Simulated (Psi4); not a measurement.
# B2PLYP/6-311+G(d,p) (density fitting for correlation) run of SO3 (sulfur trioxide)

Aim: the vertical electron affinity of SO3 (sulfur trioxide) at B2PLYP/6-311+G** (density fitting for correlation), from 2 runs. Input form: a Python script.

The calculation is run with Psi4 1.11.

2 further runs of the same task are left out: 2 set aside as unsound or not needed.

### 1 Starting point

SO3 has 4 atoms, charge 0, and is taken as a singlet. As SMILES, `O=S(=O)=O`. Geometry: relaxed at PBE0-D4/def2-TZVP.

Bond lengths: O1–S2 1.419 Å, S2–O3 1.419 Å, S2–O4 1.419 Å. Angles: O1–S2–O3 120.0°, O1–S2–O4 120.0°, O3–S2–O4 120.0°.

### 2 A single-point energy at B2PLYP/6-311+G(d,p) (density fitting for correlation)

o3s.py

```python
import psi4

psi4.set_memory(2200000000)
psi4.set_num_threads(1)
psi4.set_output_file('output.dat', False)

geom = psi4.geometry("""
0 1
O
S 1 1.419402
O 2 1.419399 1 119.99919
O 2 1.419405 3 120.00141 1 179.99097
symmetry c1
""")

options = {'basis': '6-311+G**', 'puream': True, 'e_convergence': 1e-09, 'd_convergence': 1e-08, 'scf_type': 'pk', 'dft_radial_points': 99, 'dft_spherical_points': 590, 'num_frozen_docc': 8}
psi4.set_options(options)

energy_value = psi4.energy("b2plyp")
print('E =', round(energy_value, 9))
```

The run is started by

```
$ python o3s.py
```

output.dat:

```text
[...]
  Running in c1 symmetry.
[...]
  Nuclear repulsion =  184.488964456862902
[...]
  Multiplicity = 1
[...]
  Nalpha       = 20
  Nbeta        = 20
[...]
    Number of basis functions: 96
[...]
   @RKS iter   1:  -623.01261328378996    5.06520e-01   9.24251e-03 DIIS/ADIIS
[...]
   @RKS iter  10:  -623.28217868437923   -6.95763e-11   3.99105e-09 DIIS
[...]
    Orbital Energies [Eh]
    ---------------------
    Doubly Occupied:
       1A    -90.458149     2A    -19.819613     3A    -19.819610
       4A    -19.819576     5A     -8.647576     6A     -6.496725
       7A     -6.493936     8A     -6.493936     9A     -1.397919
      10A     -1.255212    11A     -1.255208    12A     -0.743053
      13A     -0.657970    14A     -0.637207    15A     -0.637206
      16A     -0.518575    17A     -0.518574    18A     -0.481218
      19A     -0.481215    20A     -0.435048
[...]
  @RKS Final Energy:  -623.28217868437923
   => Energetics <=
    Nuclear Repulsion Energy =            184.4889644568629024
    One-Electron Energy =               -1223.7569971658535906
    Two-Electron Energy =                 440.6252979098748597
    DFT Exchange-Correlation Energy =     -24.6394438852634963
    Empirical Dispersion Energy =           0.0000000000000000
    VV10 Nonlocal Energy =                  0.0000000000000000
    Total Energy =                       -623.2821786843792324
[...]
 Multipole Moments:
 ------------------------------------------------------------------------------------
     Multipole            Electronic (a.u.)      Nuclear  (a.u.)        Total (a.u.)
 ------------------------------------------------------------------------------------
 L = 1.  Multiply by 2.5417464519 to convert [e a0] to [Debye]
 Dipole X            :          0.0001280            0.0000007            0.0001286
 Dipole Y            :         -0.0000071           -0.0000000           -0.0000071
 Dipole Z            :          0.0000341            0.0000001            0.0000342
 Magnitude           :                                                    0.0001333
[...]
```

The script printed:

```text
E = -623.536913256
```

Wall time 22 s (1 thread of Intel Xeon at 2.50GHz (Skylake/Cascade Lake), shared host); peak memory 0.87 GiB.

### 3 The doublet anion

o3s.xyz

```xyz
4
O3S
O     -1.121570    -0.684610     0.536720
S      0.000010    -0.000030    -0.000040
O      1.308940    -0.327680     0.440460
O     -0.187380     1.012320    -0.977150
```

o3s.py

```python
import psi4

psi4.set_memory('2200 MB')
psi4.set_num_threads(1)
psi4.core.set_output_file('o3s.out', False)

with open('o3s.xyz') as f:
    atoms = ''.join(f.readlines()[2:])
molecule = psi4.geometry('-1 2\n' + atoms + 'symmetry c1')

psi4.set_options({
    'basis': '6-311+G**',
    'reference': 'uks',
    'puream': True,
    'e_convergence': 1e-09,
    'd_convergence': 1e-08,
    'scf_type': 'pk',
    'dft_radial_points': 99,
    'dft_spherical_points': 590,
    'num_frozen_docc': 8,
    'maxiter': 100,
})

E = psi4.energy('b2plyp')
print('E =', round(E, 9))
```

The run is started by

```
$ python o3s.py
```

o3s.out:

```text
[...]
  Running in c1 symmetry.
[...]
  Nuclear repulsion =  184.488954358715631
[...]
  Multiplicity = 2
[...]
  Nalpha       = 21
  Nbeta        = 20
[...]
    Number of basis functions: 96
[...]
   @UKS iter   1:  -623.00017122698955    5.18962e-01   9.64921e-03 DIIS/ADIIS
[...]
   @UKS iter  15:  -623.28639977196940   -1.70530e-12   6.28026e-09 DIIS
[...]
   @S^2 Observed:                7.587099481E-01
[...]
    Orbital Energies [Eh]
    ---------------------
    Alpha Occupied:
       1A    -90.100627     2A    -19.513918     3A    -19.513916
       4A    -19.513893     5A     -8.301597     6A     -6.154202
       7A     -6.148248     8A     -6.148248     9A     -1.103168
      10A     -0.964256    11A     -0.964252    12A     -0.472142
      13A     -0.395370    14A     -0.354223    15A     -0.354222
      16A     -0.237058    17A     -0.237054    18A     -0.236781
      19A     -0.236780    20A     -0.153696    21A      0.040945
    Alpha Virtual:
      22A      0.162168    23A      0.206385    24A      0.216549
      25A      0.216549    26A      0.295633    27A      0.340083
[...]
  @UKS Final Energy:  -623.28639977196940
   => Energetics <=
    Nuclear Repulsion Energy =            184.4889543587156311
    One-Electron Energy =               -1235.9338303943045503
    Two-Electron Energy =                 452.9947540407747510
    DFT Exchange-Correlation Energy =     -24.8362777771551180
    Empirical Dispersion Energy =           0.0000000000000000
    VV10 Nonlocal Energy =                  0.0000000000000000
    Total Energy =                       -623.2863997719693998
[...]
 Multipole Moments:
 ------------------------------------------------------------------------------------
     Multipole            Electronic (a.u.)      Nuclear  (a.u.)        Total (a.u.)
 ------------------------------------------------------------------------------------
 L = 1.  Multiply by 2.5417464519 to convert [e a0] to [Debye]
 Dipole X            :          0.0000916            0.0000001            0.0000918
 Dipole Y            :         -0.0005407           -0.0000004           -0.0005411
 Dipole Z            :         -0.0005892           -0.0000005           -0.0005898
 Magnitude           :                                                    0.0008056
[...]
```

On the terminal:

```text
E = -623.530092169
```

Wall time 37 s (1 thread of Intel Xeon at 2.50GHz (Skylake/Cascade Lake), shared host); peak memory 0.87 GiB.

### 4 Summary of results

At B2PLYP/6-311+G** (density fitting for correlation), 8 core orbitals frozen:

```
                                                               quantity          value
                                              singlet SO3: total energy  -623.53691 Eh
                         singlet SO3: HOMO energy (SCF part's orbitals)      -11.84 eV
                         singlet SO3: LUMO energy (SCF part's orbitals)       -1.39 eV
                       singlet SO3: HOMO–LUMO gap (SCF part's orbitals)       10.45 eV
                                            doublet anion: total energy  -623.53009 Eh
doublet anion: HOMO energy (SCF part's orbitals) (highest over α and β)        1.11 eV
 doublet anion: LUMO energy (SCF part's orbitals) (lowest over α and β)        4.41 eV
                                                    doublet anion: ⟨S²⟩          0.759
                      vertical electron affinity (to the doublet anion)      -0.186 eV
```

**Reading.** The anion lies 0.19 eV (17.9 kJ/mol) above the neutral: the electron isn't bound at this level, and such a value depends on the basis. The HOMO (doublet anion) lies at positive energy, 1.11 eV; only total energies tell whether the electron is bound.
